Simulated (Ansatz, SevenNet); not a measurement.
# Ladder of methods for the elastic constant C44 of rock-salt LiH

Reference value: 46 GPa (measured, temperature not stated, not corrected to a static lattice; as tabulated in Oses et al. (2018), arXiv:1811.08464).

**Question.** What do SevenNet-0, LDA, PBE, B3LYP (VWN-RPA form), Hartree–Fock give, and how far is each from the reference?

**Answer.** 
```tsv
level (code)	value (GPa)	cell (Å³/atom)	difference (%)
SevenNet-0	24.9	8.05	-46
LDA (Ansatz)	51.6	7.46	+12.2
PBE (Ansatz)	48.6	8.04	+5.7
B3LYP (VWN-RPA form) (Ansatz)	53.0	8.01	+15.2
Hartree–Fock (Ansatz)	53.2	8.68	+15.7
```

The reference's temperature isn't stated, so close values are not ranked against it. Off by more than 25 %, or 35 % on the side where a correction would as a rule narrow the miss (bounds picked here): SevenNet-0 (-46 %).

The reference isn't brought to a static lattice, while the calculations are for one, so the differences are not the levels' errors alone. A static lattice is as a rule stiffer than a warm one, by over a tenth in soft solids.  Each level is taken at its own relaxed cell. Ansatz's density-functional and Hartree–Fock values are scalar-relativistic unless marked +SOC, with PAW data made under PBE.

Machine-learned potentials (SevenNet-0) are trained on DFT data: a solid inside that data is no test of them.

Differences are worked out from the printed values.

Ansatz is a program for electronic structure.
